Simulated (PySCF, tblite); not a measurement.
# H₂O: bond homolysis

Aim: compute the bond homolysis of H₂O (`O`).

Computed with tblite 0.8.0 and PySCF 2.14.0 and routines of our own; the level stands in each step. Atoms count from 0.

## 1. The starting structure

3 atoms, charge 0, multiplicity 1; geometry from: start built from the parent or by distance geometry.

## 2. Relaxing the molecule with GFN2-xTB

What the job is given:

```
{"job": {"kind": "relax", "xc": "GFN2-xTB", "basis": "xTB"}, "charge": 0, "multiplicity": 1}
O      0.010300     0.380100    -0.005300
H     -0.805800    -0.186600    -0.023000
H      0.818500    -0.198500     0.003200
```

Launch:

```sh
OMP_NUM_THREADS=1 python redox_run.py task.json out
```

This one command runs all jobs of the session in turn.

Log:

```text
step      E/eV     max force
  0    -137.91774    1.505
  1    -137.96741    0.342
  2    -137.97109    0.276
  3    -137.97626    0.135
  4    -137.97654    0.017
  5    -137.97654    0.001
```

It took 0.01 s on 1 thread of Arm Neoverse V1, shared host.

Relaxation path:

| step | energy from step 0 (eV) | largest force (eV/Å) |
| --- | --- | --- |
| 0 | 0.0000 | 1.5045 |
| 1 | -0.0497 | 0.3418 |
| 2 | -0.0533 | 0.2760 |
| 3 | -0.0585 | 0.1350 |
| 4 | -0.0588 | 0.0170 |
| 5 | -0.0588 | 0.0014 |

Close pairs (by a distance rule), those that changed most:

```
 bond  before (Å)  after (Å)  change (Å)
O0–H2       0.994      0.959      -0.035
O0–H1       0.994      0.959      -0.035
```

The end geometry stands in the next job.

## 3. Harmonic vibrations with GFN2-xTB

What the job is given:

```
{"job": {"kind": "ir", "xc": "GFN2-xTB", "basis": "xTB"}, "charge": 0, "multiplicity": 1}
O      0.010365     0.377659    -0.005300
H     -0.765734    -0.185763    -0.022359
H      0.778330    -0.196972     0.002552
```

Log:

```text
mode    cm-1     km/mol
  1    1539.4    133.26
  2    3643.6      6.77
  3    3651.9     16.45
ZPE 52.844  H(298)-E 62.771  G(298)-E 6.537 kJ/mol  S 188.61 J/(mol K)
```

Run time: 0.05 s. Hardware: 1 thread of Arm Neoverse V1, shared host.

The strongest bands and the atoms that carry them (share of the mass-weighted mode):

```csv
cm⁻¹,km/mol,atoms
1539,133.3,"H2 46 %, H1 46 %"
3644,6.8,"H1 50 %, H2 47 %"
3652,16.4,"H2 48 %, H1 45 %"
```

## 4. Optimising the geometry at PBE0-D3(BJ)/def2-SVP

What the job is given:

```
{"job": {"xc": "PBE0", "basis": "def2-SVP", "d3": "d3bj", "grid": 1, "kind": "geom"}, "charge": 0, "multiplicity": 1}
O      0.010365     0.377659    -0.005300
H     -0.765734    -0.185763    -0.022359
H      0.778330    -0.196972     0.002552
```

Log:

```text
step   0  E = -76.27620724  max force = 0.010987
step   1  E = -76.27660809  max force = 0.000966
step   2  E = -76.27660992  max force = 0.000193
optimisation converged
```

Wall time 0.56 s (1 thread of Arm Neoverse V1, shared host).

Along the way:

```csv
step,energy from step 0 (eV),largest force component (eV/Å)
0,0.0000,0.5650
1,-0.0109,0.0497
2,-0.0110,0.0099
```

Close pairs (by a distance rule), those that changed most:

```csv
bond,before (Å),after (Å),change (Å)
O0–H2,0.959,0.963,+0.004
O0–H1,0.959,0.963,+0.004
```

The next job starts from the end point, and lists it.

| at the end point | value |
| --- | --- |
| point group (found at 0.08 Å tolerance) | C2v |
| rotational constants (GHz, main isotopes) | 788.7, 440.7, 282.7 |
| dipole moment (D) | 2.03 |

## 5. Harmonic vibrations (H2O): PBE0-D3(BJ)/def2-SVP

What the job is given:

```
{"job": {"xc": "PBE0", "basis": "def2-SVP", "d3": "d3bj", "grid": 2, "kind": "hessian"}, "charge": 0, "multiplicity": 1}
O      0.010306     0.397155    -0.004969
H     -0.743881    -0.196774     0.068602
H      0.756486    -0.205453    -0.088708
```

Log:

```text
coarse grid: 2328 points
cycle   1  E = -76.1837768518  dE = -5.050e-03  |g| = 6.496e-01  |ddm| = 1.381e+00
cycle   2  E = -76.1345501188  dE =  4.923e-02  |g| = 8.336e-01  |ddm| = 9.412e-01
cycle   3  E = -76.2618598883  dE = -1.273e-01  |g| = 2.259e-02  |ddm| = 5.519e-01
cycle   4  E = -76.2619494818  dE = -8.959e-05  |g| = 2.761e-03  |ddm| = 1.211e-02
cycle   5  E = -76.2619507894  dE = -1.308e-06  |g| = 3.419e-04  |ddm| = 1.725e-03
final grid: 21952 points
cycle   6  E = -76.2766226758  dE = -7.749e-06  |g| = 2.483e-03  |ddm| = 8.001e-03
cycle   7  E = -76.2766220110  dE =  6.647e-07  |g| = 3.153e-03  |ddm| = 3.545e-03
cycle   8  E = -76.2766237757  dE = -1.765e-06  |g| = 3.732e-05  |ddm| = 1.928e-03
cycle   9  E = -76.2766237760  dE = -3.764e-10  |g| = 3.854e-06  |ddm| = 4.306e-05
cycle  10  E = -76.2766237760  dE = -3.268e-12  |g| = 5.572e-07  |ddm| = 3.568e-06
converged SCF energy = -76.2766237760

mode    cm-1
  1    1643.7
  2    3865.2
  3    3965.0
ZPE 56.666  H(298)-E 66.589  G(298)-E 10.289 kJ/mol  S 188.83 J/(mol K)
```

Wall time 1.1 s (1 thread of Arm Neoverse V1, shared host).

Zero-point energy 56.67 kJ/mol (xTB gave 52.84).

## 6. Single point (H2O): M06-2X/def2-TZVP

Geometry: PBE0-D3(BJ)/def2-SVP.

What the job is given:

```
{"job": {"kind": "sp", "xc": "M06-2X", "basis": "def2-TZVP", "grid": 3}, "charge": 0, "multiplicity": 1}
O      0.010306     0.397155    -0.004969
H     -0.743881    -0.196774     0.068602
H      0.756486    -0.205453    -0.088708
```

Log:

```text
coarse grid: 10128 points
cycle   1  E = -76.3671686491  dE = -4.858e-02  |g| = 5.651e-01  |ddm| = 9.402e-01
cycle   2  E = -76.3563064550  dE =  1.086e-02  |g| = 6.512e-01  |ddm| = 5.839e-01
cycle   3  E = -76.4257538463  dE = -6.945e-02  |g| = 2.578e-02  |ddm| = 2.953e-01
cycle   4  E = -76.4258643138  dE = -1.105e-04  |g| = 3.662e-03  |ddm| = 1.161e-02
cycle   5  E = -76.4258675687  dE = -3.255e-06  |g| = 4.315e-04  |ddm| = 3.547e-03
final grid: 33704 points
cycle   6  E = -76.4259614175  dE = -6.669e-07  |g| = 6.677e-04  |ddm| = 1.650e-03
cycle   7  E = -76.4259614070  dE =  1.058e-08  |g| = 7.597e-04  |ddm| = 6.266e-04
cycle   8  E = -76.4259614958  dE = -8.882e-08  |g| = 2.369e-05  |ddm| = 3.091e-04
cycle   9  E = -76.4259614961  dE = -3.005e-10  |g| = 4.152e-06  |ddm| = 3.355e-05
converged SCF energy = -76.4259614961
```

It took 0.54 s on 1 thread of Arm Neoverse V1, shared host.

## 7. Single point (HO radical): M06-2X/def2-TZVP

Geometry: PBE0-D3(BJ)/def2-SVP.

What the job is given:

```
{"job": {"kind": "sp", "xc": "M06-2X", "basis": "def2-TZVP", "grid": 3}, "charge": 0, "multiplicity": 2}
O      0.010788     0.403824    -0.002063
H      0.761465    -0.209530    -0.119846
```

Log:

```text
coarse grid: 7656 points
cycle   1  E = -75.7171723280  dE = -1.804e-01  |g| = 1.820e-01  |ddm| = 6.292e-01
cycle   2  E = -75.7264996442  dE = -9.327e-03  |g| = 1.250e-01  |ddm| = 1.973e-01
cycle   3  E = -75.7317148088  dE = -5.215e-03  |g| = 2.582e-02  |ddm| = 7.290e-02
cycle   4  E = -75.7319637028  dE = -2.489e-04  |g| = 4.875e-03  |ddm| = 1.377e-02
cycle   5  E = -75.7319852393  dE = -2.154e-05  |g| = 1.284e-03  |ddm| = 5.384e-03
cycle   6  E = -75.7319873782  dE = -2.139e-06  |g| = 2.987e-04  |ddm| = 1.951e-03
final grid: 23896 points
cycle   7  E = -75.7320203540  dE = -1.179e-06  |g| = 3.983e-04  |ddm| = 1.154e-03
cycle   8  E = -75.7320204184  dE = -6.440e-08  |g| = 2.478e-04  |ddm| = 3.339e-04
cycle   9  E = -75.7320204413  dE = -2.295e-08  |g| = 8.224e-05  |ddm| = 1.577e-04
cycle  10  E = -75.7320204470  dE = -5.647e-09  |g| = 1.881e-05  |ddm| = 8.758e-05
converged SCF energy = -75.7320204470
```

It took 0.6 s on 1 thread of Arm Neoverse V1, shared host.

## 8. Bond homolysis: M06-2X/def2-TZVP

This step combines the energies above: geometries from PBE0-D3(BJ)/def2-SVP, zero-point and thermal terms from PBE0-D3(BJ)/def2-SVP.

What the job is given:

```
{"job": {"kind": "bd", "cap": 8, "geom": {"xc": "PBE0", "basis": "def2-SVP", "d3": "d3bj", "grid": 1}, "hess": 1, "level": {"xc": "M06-2X", "basis": "def2-TZVP", "grid": 3}}, "charge": 0, "multiplicity": 1}
O      0.010306     0.397155    -0.004969
H     -0.743881    -0.196774     0.068602
H      0.756486    -0.205453    -0.088708
```

Output (the driver's rows laid out field by field):

```text
homolysis bond by bond, M06-2X/def2-TZVP // PBE0-D3(BJ)/def2-SVP

row 1
  atoms                   0 1
  elements                O H
  length                  0.9628
  fragments               formula HO, charge 0, multiplicity 2, smiles [OH], kept yes, pieces 1, point_group Cinfv, largest_spin O 1.029; formula H, charge 0, multiplicity 2, smiles [H], kept yes, pieces 1
  electronic              514.06
  zero_kelvin             479.83
  enthalpy                484.78
  free_energy             452.0
```

Run time: 4.7 s. Hardware: 1 thread of Arm Neoverse V1, shared host.

Some single points behind these values are not shown above.

Dissociation energies (kJ/mol, gas phase, 298 K for the thermal columns):

```csv
bond,fragments,electronic,enthalpy,free energy
O0–H1,[OH] + [H],514.1,484.8,452.0
```

## 9. Single point (H2O): wavefunction

Geometry: PBE0-D3(BJ)/def2-SVP.

What the job is given:

```
{"job": {"kind": "sp", "xc": "CCSD(T)", "basis": "aug-cc-pVTZ", "grid": 2}, "charge": 0, "multiplicity": 1}
O      0.010306     0.397155    -0.004969
H     -0.743881    -0.196774     0.068602
H      0.756486    -0.205453    -0.088708
```

With the program's defaults for keys left out, this is: wavefunction single point, frozen core, gas phase.

Log:

```text
final grid: 21952 points
cycle   1  E = -76.0238076237  dE = -1.507e-01  |g| = 4.370e-01  |ddm| = 2.783e+00
cycle   2  E = -76.0493544555  dE = -2.555e-02  |g| = 2.622e-01  |ddm| = 7.459e-01
cycle   3  E = -76.0598934587  dE = -1.054e-02  |g| = 2.594e-02  |ddm| = 2.823e-01
cycle   4  E = -76.0600477972  dE = -1.543e-04  |g| = 5.839e-03  |ddm| = 3.213e-02
cycle   5  E = -76.0600627896  dE = -1.499e-05  |g| = 1.246e-03  |ddm| = 1.066e-02
cycle   6  E = -76.0600637845  dE = -9.949e-07  |g| = 2.374e-04  |ddm| = 2.829e-03
cycle   7  E = -76.0600638253  dE = -4.080e-08  |g| = 3.548e-05  |ddm| = 7.728e-04
cycle   8  E = -76.0600638260  dE = -7.513e-10  |g| = 4.099e-06  |ddm| = 1.053e-04
converged SCF energy = -76.0600638260
E(HF, exact integrals) = -76.0600687507
E(MP2) = -76.3289696567
E(CCSD) = -76.3336099819
E(CCSD(T)) = -76.3422998122
T1 diagnostic = 0.0101
```

Run time: 7.8 s. Hardware: 1 thread of Arm Neoverse V1, shared host; peak memory 0.58 GiB.

## 10. Single point (HO radical): wavefunction

Geometry: PBE0-D3(BJ)/def2-SVP.

What the job is given:

```
{"job": {"kind": "sp", "xc": "CCSD(T)", "basis": "aug-cc-pVTZ", "grid": 2}, "charge": 0, "multiplicity": 2}
O      0.010788     0.403824    -0.002063
H      0.761465    -0.209530    -0.119846
```

Level: wavefunction single point, frozen core, gas phase.

Log:

```text
final grid: 16584 points
cycle   1  E = -75.4036472503  dE = -3.564e-01  |g| = 1.969e-01  |ddm| = 1.550e+00
cycle   2  E = -75.4198446104  dE = -1.620e-02  |g| = 4.631e-02  |ddm| = 2.782e-01
cycle   3  E = -75.4210168379  dE = -1.172e-03  |g| = 1.780e-02  |ddm| = 5.768e-02
cycle   4  E = -75.4212753890  dE = -2.586e-04  |g| = 7.826e-03  |ddm| = 3.422e-02
cycle   5  E = -75.4213294795  dE = -5.409e-05  |g| = 3.879e-03  |ddm| = 1.531e-02
cycle   6  E = -75.4213531792  dE = -2.370e-05  |g| = 1.411e-03  |ddm| = 1.379e-02
cycle   7  E = -75.4213572723  dE = -4.093e-06  |g| = 4.827e-04  |ddm| = 6.025e-03
cycle   8  E = -75.4213577750  dE = -5.027e-07  |g| = 1.075e-04  |ddm| = 2.483e-03
cycle   9  E = -75.4213577929  dE = -1.793e-08  |g| = 3.362e-05  |ddm| = 4.016e-04
cycle  10  E = -75.4213577947  dE = -1.775e-09  |g| = 5.691e-06  |ddm| = 1.302e-04
converged SCF energy = -75.4213577947
E(HF, exact integrals) = -75.4213611396
E(MP2) = -75.6262917503
E(CCSD) = -75.6396670810
E(CCSD(T)) = -75.6455770163
T1 diagnostic = 0.0144
```

Wall time 9.4 s (1 thread of Arm Neoverse V1, shared host); peak memory 1.2 GiB.

## 11. Single point (H radical): wavefunction

Geometry: atom.

What the job is given:

```
{"job": {"kind": "sp", "xc": "CCSD(T)", "basis": "aug-cc-pVTZ", "grid": 2}, "charge": 0, "multiplicity": 2}
H      0.000000     0.000000     0.000000
```

Method: wavefunction single point, frozen core, gas phase.

Log:

```text
final grid: 5376 points
cycle   1  E = -0.4886161531  dE = -1.657e-01  |g| = 7.409e-02  |ddm| = 9.514e-01
cycle   2  E = -0.4980704924  dE = -9.454e-03  |g| = 2.929e-02  |ddm| = 2.429e-01
cycle   3  E = -0.4998202702  dE = -1.750e-03  |g| = 7.675e-04  |ddm| = 1.592e-01
cycle   4  E = -0.4998211564  dE = -8.863e-07  |g| = 9.342e-05  |ddm| = 4.419e-03
cycle   5  E = -0.4998211760  dE = -1.953e-08  |g| = 8.877e-06  |ddm| = 5.878e-04
cycle   6  E = -0.4998211760  dE = -5.757e-11  |g| = 2.839e-08  |ddm| = 5.007e-05
converged SCF energy = -0.4998211760
E(HF, exact integrals) = -0.4998211760
```

It took 0.03 s on 1 thread of Arm Neoverse V1, shared host.

[end of part 1 of 2]
